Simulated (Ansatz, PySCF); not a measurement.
C2H5O, SMILES CC[O], multiplicity 2. Atoms are numbered in the order given.

```xyz
8

C      1.1630    -0.1464     0.2516
C     -0.3375    -0.3398     0.1695
O     -1.0194     0.6014    -0.5291
H      1.6272    -0.9478     0.8321
H      1.6026    -0.1457    -0.7477
H      1.3992     0.8064     0.7290
H     -0.7982    -0.3944     1.1758
H     -0.6001    -1.3243    -0.2658
```
Charge 0, spin multiplicity 2.

Coordinates come from a PBE0-D3(BJ)/def2-TZVP optimisation. The isomer is the one that the SMILES or the coordinates give; other isomers of the formula were not compared.

Two levels are set side by side: PBE-D3(BJ)/def2-TZVP (Ansatz, a program for electronic structure) and PBE0-D3(BJ)/def2-TZVP (Ansatz). Each level has its own optimised geometry; the coordinates shown are those of the second. Frequencies come from the Hessian of PySCF at each geometry. Differences are taken from unrounded values.

| quantity | PBE0-D3(BJ) | PBE-D3(BJ) | PBE-D3(BJ) minus PBE0-D3(BJ) |
|---|---|---|---|
| mean bond length (Å) | 1.195 | 1.203 | 0.008 |
| bond C1–C2 (Å) | 1.515 | 1.525 | 0.010 |
| bond C2–O3 (Å) | 1.356 | 1.351 | -0.005 |
| bond C1–H4 (Å) | 1.093 | 1.100 | 0.007 |
| bond C1–H5 (Å) | 1.092 | 1.099 | 0.007 |
| bond C1–H6 (Å) | 1.092 | 1.099 | 0.007 |
| bond C2–H7 (Å) | 1.108 | 1.123 | 0.015 |
| bond C2–H8 (Å) | 1.108 | 1.123 | 0.015 |
| highest harmonic wavenumber (cm⁻¹) | 3140 | 3056 | -84 |
| mean harmonic wavenumber (cm⁻¹) | 1568 | 1514 | -54 |
| zero-point energy (kcal/mol) | 40.35 | 38.96 | -1.38 |

Exact exchange shortens and stiffens bonds; PBE has none. Differences between two approximate levels are no errors against the true value.
